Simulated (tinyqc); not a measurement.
A ladder of methods, and size consistency: correlation methods against full CI in the sto-3g basis, for H2O, spin multiplicity 1. Computed by the program tinyqc with PySCF. All electrons correlated; +Q is the Davidson correction (1 - c0^2) E_corr. The last columns treat two copies 100 angstrom apart as one system. FCI is the lowest singlet.

Geometry (angstrom):
```
atom       x        y       z
O     0.0000   0.0000  0.0000
H     0.0000   0.8730  0.5540
H     0.0000  -0.8790  0.5580
```

RHF energy of one = -74.950148 hartree

Correlation energies (hartree):
```
method   E_corr of one  share of FCI (%)  E_corr of two at 100 angstrom  two minus twice one (mhartree)
MP2           -0.04114            69.480                       -0.08228                           0.000
CISD          -0.05804            98.024                       -0.11230                           3.787
CISD+Q        -0.06007           101.454                       -0.11937                           0.777
CCSD          -0.05900            99.647                       -0.11801                           0.000
CCSD(T)       -0.05912            99.849                       -0.11824                           0.000
FCI           -0.05921           100.000                              -                               -
```

What does the comparison show, and why?

MP2 recovers 69 %, CISD 98.0 % and CCSD 99.6 % of the FCI value (c0^2 = 0.965 in CISD). MP2 and coupled cluster are size consistent, so their last column vanishes; CISD loses 3.79 mhartree, since a double excitation on each copy is a quadruple of the pair, and the Davidson correction leaves +0.78.
